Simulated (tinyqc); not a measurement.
UKS/LDA (PW92) in the sto-3g basis, for LiH+, spin multiplicity 2, step by step (part 1 of 2). Computed by tinyqc, a small Python program that keeps every step (integrals from PySCF). Settings: charge = 1, multiplicity = 2, basis = sto-3g, energy threshold = 1e-09, iteration cap = 53, orthogonalisation = symmetric, start = atomic densities, DIIS depth = 0, method = UKS, functional = lda,pw, grid = [20, 50]. Command: `OMP_NUM_THREADS=1 python tinyqc.py 22399 22400 out.jsonl` (the two numbers bound the seeds that draw the settings). One thread of a shared host (Intel(R) Xeon(R) Processor @ 2.60GHz), about 1 s of CPU time with the checks. Later iterations appear only in the table of the cycle.

## One-electron integrals

Geometry (angstrom):
```
atom         x         y         z
Li    0.000000  0.000000  0.000000
H     0.000000  0.000000  1.872000
```

Basis sto-3g: exponents (1/bohr^2) and contraction coefficients of normalised primitives:
```
element  l (shell)   exponent  coefficient
Li           s (1)  16.119575     0.154329
Li           s (1)   2.936201     0.535328
Li           s (1)   0.794651     0.444635
Li           s (2)   0.636290    -0.099967
Li           s (2)   0.147860     0.399513
Li           s (2)   0.048089     0.700115
Li           p (3)   0.636290     0.155916
Li           p (3)   0.147860     0.607684
Li           p (3)   0.048089     0.391957
H            s (1)   3.425251     0.154329
H            s (1)   0.623914     0.535328
H            s (1)   0.168855     0.444635
```

Overlap, kinetic and nuclear-attraction integrals over the contracted functions; the nuclear repulsion is the sum of Za Zb / Rab.

nuclear repulsion = 0.84804040 hartree

overlap S, lower triangle:
```
           1Li 1s    1Li 2s   1Li 2px   1Li 2py   1Li 2pz     2H 1s
1Li 1s   1.000000
1Li 2s   0.241137  1.000000
1Li 2px  0.000000  0.000000  1.000000
1Li 2py  0.000000  0.000000  0.000000  1.000000
1Li 2pz  0.000000  0.000000  0.000000  0.000000  1.000000
2H 1s    0.036869  0.328546  0.000000  0.000000  0.453500  1.000000
```

kinetic energy T (hartree), lower triangle:
```
            1Li 1s    1Li 2s   1Li 2px   1Li 2py   1Li 2pz     2H 1s
1Li 1s    3.576786
1Li 2s   -0.020237  0.102163
1Li 2px   0.000000  0.000000  0.319682
1Li 2py   0.000000  0.000000  0.000000  0.319682
1Li 2pz   0.000000  0.000000  0.000000  0.000000  0.319682
2H 1s    -0.010977  0.025758  0.000000  0.000000  0.089094  0.760032
```

nuclear attraction V (hartree), lower triangle:
```
            1Li 1s     1Li 2s    1Li 2px    1Li 2py    1Li 2pz      2H 1s
1Li 1s   -8.265562
1Li 2s   -1.032508  -1.469192
1Li 2px   0.000000   0.000000  -1.431559
1Li 2py   0.000000   0.000000   0.000000  -1.431559
1Li 2pz  -0.011765  -0.106432   0.000000   0.000000  -1.515668
2H 1s    -0.154683  -0.563673   0.000000   0.000000  -0.787065  -2.074040
```

core Hamiltonian H = T + V (hartree), lower triangle:
```
            1Li 1s     1Li 2s    1Li 2px    1Li 2py    1Li 2pz      2H 1s
1Li 1s   -4.688775
1Li 2s   -1.052745  -1.367029
1Li 2px   0.000000   0.000000  -1.111877
1Li 2py   0.000000   0.000000   0.000000  -1.111877
1Li 2pz  -0.011765  -0.106432   0.000000   0.000000  -1.195986
2H 1s    -0.165660  -0.537916   0.000000   0.000000  -0.697972  -1.314009
```

## Two-electron integrals

Functions are numbered as in S; the eight-fold symmetry (ij|kl) = (ji|kl) = (kl|ij) leaves the list below.

Two-electron integrals (ij|kl) in chemists' order, unique and non-zero (hartree):
```
(11|11) 1.680395   (21|11) 0.265420   (21|21) 0.049941   (22|11) 0.397727
(22|21) 0.092860   (22|22) 0.290562   (31|31) 0.008981   (32|31) 0.013788
(32|32) 0.064184   (33|11) 0.396640   (33|21) 0.092880   (33|22) 0.290497
(33|33) 0.312946   (41|41) 0.008981   (42|41) 0.013788   (42|42) 0.064184
(43|43) 0.016869   (44|11) 0.396640   (44|21) 0.092880   (44|22) 0.290497
(44|33) 0.279207   (44|44) 0.312946   (51|51) 0.008981   (52|51) 0.013788
(52|52) 0.064184   (53|53) 0.016869   (54|54) 0.016869   (55|11) 0.396640
(55|21) 0.092880   (55|22) 0.290497   (55|33) 0.279207   (55|44) 0.279207
(55|55) 0.312946   (61|11) 0.039139   (61|21) 0.007414   (61|22) 0.014093
(61|33) 0.013929   (61|44) 0.013929   (61|51) 0.000901   (61|52) 0.001759
(61|55) 0.014428   (61|61) 0.001208   (62|11) 0.112073   (62|21) 0.026579
(62|22) 0.090561   (62|33) 0.085598   (62|44) 0.085598   (62|51) 0.004241
(62|52) 0.027758   (62|55) 0.100400   (62|61) 0.004744   (62|62) 0.050093
(63|31) 0.001903   (63|32) 0.009411   (63|53) 0.004046   (63|63) 0.003175
(64|41) 0.001903   (64|42) 0.009411   (64|54) 0.004046   (64|64) 0.003175
(65|11) 0.145060   (65|21) 0.034702   (65|22) 0.122243   (65|33) 0.113855
(65|44) 0.113855   (65|51) 0.006544   (65|52) 0.042647   (65|55) 0.138892
(65|61) 0.006389   (65|62) 0.073416   (65|65) 0.108695   (66|11) 0.282363
(66|21) 0.067977   (66|22) 0.255842   (66|33) 0.233466   (66|44) 0.233466
(66|51) 0.011516   (66|52) 0.095731   (66|55) 0.300440   (66|61) 0.012481
(66|62) 0.180603   (66|65) 0.273709   (66|66) 0.774606
```

## Orthogonalisation

S = U s U^T; symmetric (Loewdin) form X = U s^(-1/2) U^T, so that X^T S X = 1.

eigenvalues of S: 0.428839  0.801776  1.000000  1.000000  1.178869  1.590516

X, lower triangle:
```
            1Li 1s     1Li 2s   1Li 2px   1Li 2py    1Li 2pz     2H 1s
1Li 1s    1.023393
1Li 2s   -0.130508   1.078267
1Li 2px   0.000000   0.000000  1.000000
1Li 2py   0.000000   0.000000  0.000000  1.000000
1Li 2pz  -0.007189   0.074937  0.000000  0.000000   1.101209
2H 1s     0.016547  -0.211444  0.000000  0.000000  -0.286585  1.154914
```

## Starting guess

The start is atomic minimal-basis densities projected into this basis (PySCF's MINAO start) and scaled to the electron count of each spin; this density is not idempotent, so its energy is not variational and may lie below the converged one.

D(alpha) at the start, lower triangle:
```
            1Li 1s     1Li 2s   1Li 2px   1Li 2py   1Li 2pz     2H 1s
1Li 1s    1.037558
1Li 2s   -0.112451   0.511957
1Li 2px   0.000000   0.000000  0.000000
1Li 2py   0.000000   0.000000  0.000000  0.000000
1Li 2pz   0.002114  -0.000521  0.000000  0.000000  0.001948
2H 1s    -0.007675   0.047145  0.000000  0.000000  0.029251  0.445826
```

D(beta) at the start, lower triangle:
```
            1Li 1s     1Li 2s   1Li 2px   1Li 2py   1Li 2pz     2H 1s
1Li 1s    0.518779
1Li 2s   -0.056225   0.255978
1Li 2px   0.000000   0.000000  0.000000
1Li 2py   0.000000   0.000000  0.000000  0.000000
1Li 2pz   0.001057  -0.000261  0.000000  0.000000  0.000974
2H 1s    -0.003837   0.023573  0.000000  0.000000  0.014625  0.222913
```

## Iteration 1: exchange-correlation on the grid

Becke grid with 20 radial and 50 angular points per atom, points of zero weight dropped. rho = sum D_ij phi_i phi_j; V_xc,ij = sum w v_xc phi_i phi_j; v_xc is d(rho eps)/d rho(s) for spin s.

The 8 grid points with the largest w rho, of 1988 (bohr, atomic units):
```
x                  y         z         w  rho(alpha)  rho(beta)     eps_xc  v_xc(alpha)
-0.348519   0.000000  0.348519  0.015479    0.439976   0.219988  -0.724330    -1.006418
0.348519    0.000000  0.348519  0.015479    0.439976   0.219988  -0.724330    -1.006418
0.000000   -0.348519  0.348519  0.015479    0.439976   0.219988  -0.724330    -1.006418
0.000000    0.348519  0.348519  0.015479    0.439976   0.219988  -0.724330    -1.006418
-0.348519   0.348519  0.000000  0.015479    0.439678   0.219839  -0.724176    -1.006201
0.348519   -0.348519  0.000000  0.015479    0.439678   0.219839  -0.724176    -1.006201
-0.348519  -0.348519  0.000000  0.015479    0.439678   0.219839  -0.724176    -1.006201
0.348519    0.348519  0.000000  0.015479    0.439678   0.219839  -0.724176    -1.006201
```

electrons on the grid, sum of w rho = 3.001282

E_xc = sum of w rho eps_xc = -1.44115723 hartree

V_xc(alpha) (hartree), lower triangle:
```
            1Li 1s     1Li 2s    1Li 2px    1Li 2py    1Li 2pz      2H 1s
1Li 1s   -1.031565
1Li 2s   -0.137312  -0.189155
1Li 2px   0.000000   0.000000  -0.179072
1Li 2py   0.000000   0.000000   0.000000  -0.179072
1Li 2pz  -0.000782  -0.018777   0.000000   0.000000  -0.204315
2H 1s    -0.020503  -0.093058   0.000000   0.000000  -0.136133  -0.397780
```

V_xc(beta) (hartree), lower triangle:
```
            1Li 1s     1Li 2s    1Li 2px    1Li 2py    1Li 2pz      2H 1s
1Li 1s   -0.861513
1Li 2s   -0.116992  -0.170248
1Li 2px   0.000000   0.000000  -0.161744
1Li 2py   0.000000   0.000000   0.000000  -0.161744
1Li 2pz  -0.000659  -0.015985   0.000000   0.000000  -0.183180
2H 1s    -0.017487  -0.082085   0.000000   0.000000  -0.119764  -0.345446
```

## Iteration 1: building the Kohn-Sham matrix

J_ij = sum D_kl (ij|kl) with D = D(alpha) + D(beta); F = H + J + V_xc; E = tr D H + tr D J / 2 + E_xc + E_nn.

Coulomb J (hartree), lower triangle:
```
           1Li 1s    1Li 2s   1Li 2px   1Li 2py   1Li 2pz     2H 1s
1Li 1s   3.048814
1Li 2s   0.519910  1.005955
1Li 2px  0.000000  0.000000  0.987775
1Li 2py  0.000000  0.000000  0.000000  0.987775
1Li 2pz  0.008890  0.071634  0.000000  0.000000  1.036941
2H 1s    0.078830  0.369474  0.000000  0.000000  0.511125  1.181075
```

F(alpha) (hartree), lower triangle:
```
            1Li 1s     1Li 2s    1Li 2px    1Li 2py    1Li 2pz      2H 1s
1Li 1s   -2.671526
1Li 2s   -0.670147  -0.550229
1Li 2px   0.000000   0.000000  -0.303174
1Li 2py   0.000000   0.000000   0.000000  -0.303174
1Li 2pz  -0.003658  -0.053576   0.000000   0.000000  -0.363360
2H 1s    -0.107333  -0.261500   0.000000   0.000000  -0.322980  -0.530713
```

F(beta) (hartree), lower triangle:
```
            1Li 1s     1Li 2s    1Li 2px    1Li 2py    1Li 2pz      2H 1s
1Li 1s   -2.501474
1Li 2s   -0.649826  -0.531322
1Li 2px   0.000000   0.000000  -0.285846
1Li 2py   0.000000   0.000000   0.000000  -0.285846
1Li 2pz  -0.003535  -0.050783   0.000000   0.000000  -0.342226
2H 1s    -0.104317  -0.250526   0.000000   0.000000  -0.306611  -0.478380
```

total energy of this density = -6.48562094 hartree

This density is the starting one; it is not idempotent, so its energy is not variational and may lie below the converged one.

## Iteration 1: diagonalisation and new density

Diagonalise F' = X^T F X, C = X C', fill 2 alpha and 1 beta electrons from the bottom; D(s) = C_occ C_occ^T. Each column has its largest component positive (the first on a tie).

F' = X^T F X (alpha) (hartree), lower triangle:
```
           1          2          3          4          5          6
1  -2.630978
2  -0.303281  -0.407424
3   0.000000   0.000000  -0.303174
4   0.000000   0.000000   0.000000  -0.303174
5  -0.003152   0.002163   0.000000   0.000000  -0.280863
6  -0.008212  -0.112874   0.000000   0.000000  -0.163303  -0.427408
```

orbital energies (alpha) (hartree): MO1 -2.671849, MO2 -0.575148, MO3 -0.345048, MO4 -0.303174, MO5 -0.303174, MO6 -0.154628

coefficients C (alpha):
```
               MO1        MO2        MO3        MO4       MO5        MO6
1Li 1s    0.996978  -0.110141  -0.223474   0.000000  0.000000  -0.093033
1Li 2s    0.012273   0.318186   0.928281   0.000000  0.000000   0.516641
1Li 2px   0.000000   0.000000   0.000000   0.982034  0.188704   0.000000
1Li 2py   0.000000   0.000000   0.000000  -0.188704  0.982034   0.000000
1Li 2pz   0.001955   0.285578  -0.423206   0.000000  0.000000   1.019705
2H 1s    -0.000235   0.705356  -0.247241   0.000000  0.000000  -0.949886
```

F' = X^T F X (beta) (hartree), lower triangle:
```
           1          2          3          4          5          6
1  -2.457914
2  -0.306233  -0.390714
3   0.000000   0.000000  -0.285846
4   0.000000   0.000000   0.000000  -0.285846
5  -0.003818   0.004113   0.000000   0.000000  -0.261175
6  -0.006477  -0.114666   0.000000   0.000000  -0.164528  -0.370862
```

orbital energies (beta) (hartree): MO1 -2.502582, MO2 -0.533991, MO3 -0.325044, MO4 -0.285846, MO5 -0.285846, MO6 -0.119047

coefficients C (beta):
```
               MO1        MO2        MO3        MO4       MO5        MO6
1Li 1s    0.994014  -0.124247  -0.226908   0.000000  0.000000  -0.098504
1Li 2s    0.024067   0.359528   0.904856   0.000000  0.000000   0.530483
1Li 2px   0.000000   0.000000   0.000000  -0.511506  0.859280   0.000000
1Li 2py   0.000000   0.000000   0.000000   0.859280  0.511506   0.000000
1Li 2pz   0.003000   0.315308  -0.460013   0.000000  0.000000   0.994696
2H 1s    -0.002107   0.661746  -0.233946   0.000000  0.000000  -0.984021
```

D(alpha) after iteration 1, lower triangle:
```
            1Li 1s    1Li 2s   1Li 2px   1Li 2py   1Li 2pz     2H 1s
1Li 1s    1.006095
1Li 2s   -0.022810  0.101393
1Li 2px   0.000000  0.000000  0.000000
1Li 2py   0.000000  0.000000  0.000000  0.000000
1Li 2pz  -0.029505  0.090891  0.000000  0.000000  0.081558
2H 1s    -0.077923  0.224431  0.000000  0.000000  0.201434  0.497528
```

D(beta) after iteration 1, lower triangle:
```
            1Li 1s     1Li 2s   1Li 2px   1Li 2py    1Li 2pz     2H 1s
1Li 1s    0.988064
1Li 2s    0.023922   0.000579
1Li 2px   0.000000   0.000000  0.000000
1Li 2py   0.000000   0.000000  0.000000  0.000000
1Li 2pz   0.002982   0.000072  0.000000  0.000000   0.000009
2H 1s    -0.002094  -0.000051  0.000000  0.000000  -0.000006  0.000004
```

Within a degenerate level the vectors are fixed only up to a rotation; this is one choice.

## Iteration 2: exchange-correlation on the grid

As before.

The 8 grid points with the largest w rho, of 1988 (bohr, atomic units):
```
x                  y          z         w  rho(alpha)  rho(beta)     eps_xc  v_xc(alpha)
0.000000    0.348519  -0.348519  0.015479    0.434019   0.428340  -0.772975    -1.017248
0.000000   -0.348519  -0.348519  0.015479    0.434019   0.428340  -0.772975    -1.017248
-0.348519   0.000000  -0.348519  0.015479    0.434019   0.428340  -0.772975    -1.017248
0.348519    0.000000  -0.348519  0.015479    0.434019   0.428340  -0.772975    -1.017248
0.348519    0.348519   0.000000  0.015479    0.431846   0.428601  -0.772433    -1.015789
-0.348519   0.348519   0.000000  0.015479    0.431846   0.428601  -0.772433    -1.015789
-0.348519  -0.348519   0.000000  0.015479    0.431846   0.428601  -0.772433    -1.015789
0.348519   -0.348519   0.000000  0.015479    0.431846   0.428601  -0.772433    -1.015789
```

electrons on the grid, sum of w rho = 3.001044

E_xc = sum of w rho eps_xc = -1.83979935 hartree

V_xc(alpha) (hartree), lower triangle:
```
            1Li 1s     1Li 2s    1Li 2px    1Li 2py    1Li 2pz      2H 1s
1Li 1s   -1.038999
1Li 2s   -0.136187  -0.142941
1Li 2px   0.000000   0.000000  -0.129094
1Li 2py   0.000000   0.000000   0.000000  -0.129094
1Li 2pz  -0.003738  -0.060909   0.000000   0.000000  -0.166971
2H 1s    -0.020895  -0.099130   0.000000   0.000000  -0.147825  -0.425698
```

V_xc(beta) (hartree), lower triangle:
```
            1Li 1s     1Li 2s    1Li 2px    1Li 2py    1Li 2pz      2H 1s
1Li 1s   -1.035157
1Li 2s   -0.133839  -0.115172
1Li 2px   0.000000   0.000000  -0.109542
1Li 2py   0.000000   0.000000   0.000000  -0.109542
1Li 2pz  -0.001546  -0.031352   0.000000   0.000000  -0.123136
2H 1s    -0.019888  -0.054624   0.000000   0.000000  -0.076605  -0.188186
```

## Iteration 2: building the Kohn-Sham matrix

As before.

Coulomb J (hartree), lower triangle:
```
           1Li 1s    1Li 2s   1Li 2px   1Li 2py   1Li 2pz     2H 1s
1Li 1s   3.667429
1Li 2s   0.604988  1.061582
1Li 2px  0.000000  0.000000  1.041774
1Li 2py  0.000000  0.000000  0.000000  1.041774
1Li 2pz  0.012157  0.087931  0.000000  0.000000  1.094496
2H 1s    0.091671  0.386953  0.000000  0.000000  0.532446  1.205334
```

F(alpha) (hartree), lower triangle:
```
            1Li 1s     1Li 2s    1Li 2px    1Li 2py    1Li 2pz      2H 1s
1Li 1s   -2.060345
1Li 2s   -0.583944  -0.448388
1Li 2px   0.000000   0.000000  -0.199197
1Li 2py   0.000000   0.000000   0.000000  -0.199197
1Li 2pz  -0.003347  -0.079411   0.000000   0.000000  -0.268461
2H 1s    -0.094884  -0.250093   0.000000   0.000000  -0.313350  -0.534372
```

F(beta) (hartree), lower triangle:
```
            1Li 1s     1Li 2s    1Li 2px    1Li 2py    1Li 2pz      2H 1s
1Li 1s   -2.056503
1Li 2s   -0.581595  -0.420619
1Li 2px   0.000000   0.000000  -0.179645
1Li 2py   0.000000   0.000000   0.000000  -0.179645
1Li 2pz  -0.001155  -0.049854   0.000000   0.000000  -0.224626
2H 1s    -0.093877  -0.205587   0.000000   0.000000  -0.242131  -0.296860
```

total energy of this density = -7.49936684 hartree

## Iteration 2: diagonalisation and new density

As before.

F' = X^T F X (alpha) (hartree), lower triangle:
```
           1          2          3          4          5          6
1  -2.011840
2  -0.304387  -0.311501
3   0.000000   0.000000  -0.199197
4   0.000000   0.000000   0.000000  -0.199197
5  -0.001625  -0.019473   0.000000   0.000000  -0.176358
6  -0.002031  -0.112024   0.000000   0.000000  -0.172360  -0.434981
```

orbital energies (alpha) (hartree): MO1 -2.064991, MO2 -0.559136, MO3 -0.227355, MO4 -0.199197, MO5 -0.199197, MO6 -0.083198

coefficients C (alpha):
```
               MO1        MO2        MO3        MO4       MO5        MO6
1Li 1s    0.985821  -0.104262  -0.276268   0.000000  0.000000  -0.075190
1Li 2s    0.054235   0.214813   1.012428   0.000000  0.000000   0.394866
1Li 2px   0.000000   0.000000   0.000000   0.999123  0.041861   0.000000
1Li 2py   0.000000   0.000000   0.000000  -0.041861  0.999123   0.000000
1Li 2pz   0.006182   0.221700  -0.250472   0.000000  0.000000   1.090199
2H 1s    -0.005618   0.798447  -0.329032   0.000000  0.000000  -0.845652
```

F' = X^T F X (beta) (hartree), lower triangle:
```
           1          2          3          4          5          6
1  -2.008055
2  -0.305380  -0.286707
3   0.000000   0.000000  -0.179645
4   0.000000   0.000000   0.000000  -0.179645
5  -0.002140   0.003157   0.000000   0.000000  -0.145557
6  -0.003178  -0.118979   0.000000   0.000000  -0.169750  -0.178636
```

orbital energies (beta) (hartree): MO1 -2.060923, MO2 -0.385085, MO3 -0.207795, MO4 -0.179645, MO5 -0.179645, MO6 0.034849

coefficients C (beta):
```
               MO1        MO2        MO3        MO4       MO5        MO6
1Li 1s    0.986288  -0.161415  -0.235483   0.000000  0.000000   0.102080
1Li 2s    0.052661   0.460787   0.857175   0.000000  0.000000  -0.529309
1Li 2px   0.000000   0.000000   0.000000   0.765522  0.643410   0.000000
1Li 2py   0.000000   0.000000   0.000000  -0.643410  0.765522   0.000000
1Li 2pz   0.004209   0.375096  -0.521425   0.000000  0.000000  -0.942264
2H 1s    -0.005723   0.554146  -0.227764   0.000000  0.000000   1.049739
```

D(alpha) after iteration 2, lower triangle:
```
            1Li 1s    1Li 2s   1Li 2px   1Li 2py   1Li 2pz     2H 1s
1Li 1s    0.982714
1Li 2s    0.031070  0.049086
1Li 2px   0.000000  0.000000  0.000000
1Li 2py   0.000000  0.000000  0.000000  0.000000
1Li 2pz  -0.017020  0.047959  0.000000  0.000000  0.049189
2H 1s    -0.088786  0.171212  0.000000  0.000000  0.176981  0.637550
```

D(beta) after iteration 2, lower triangle:
```
            1Li 1s     1Li 2s   1Li 2px   1Li 2py    1Li 2pz     2H 1s
1Li 1s    0.972764
1Li 2s    0.051938   0.002773
1Li 2px   0.000000   0.000000  0.000000
1Li 2py   0.000000   0.000000  0.000000  0.000000
1Li 2pz   0.004151   0.000222  0.000000  0.000000   0.000018
2H 1s    -0.005645  -0.000301  0.000000  0.000000  -0.000024  0.000033
```

Within a degenerate level the vectors are fixed only up to a rotation; this is one choice.
